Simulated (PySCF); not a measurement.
# CH at revPBE

Computed with revPBE; PySCF, no relativity, basis sets H pcseg-2, C pcseg-2.

* state: ²Π (doublet), unpaired electrons π ↑
* bond length: 1.138 Å
* harmonic wavenumber: 2720 cm⁻¹
* force constant: 4.05 mdyn/Å
* rotational constant Be: 13.99 cm⁻¹
* anharmonicity ωexe: 59.0 cm⁻¹
* vibration–rotation constant αe: 0.526 cm⁻¹
* well depth De to H + C: 3.60 eV
* dissociation energy D0: 3.43 eV
* bond order (Mayer): 0.95
* dipole moment (positive dipole means H(−)C(+)): -1.46 D

The state was picked by a PBE0 search and need not be the measured ground state.
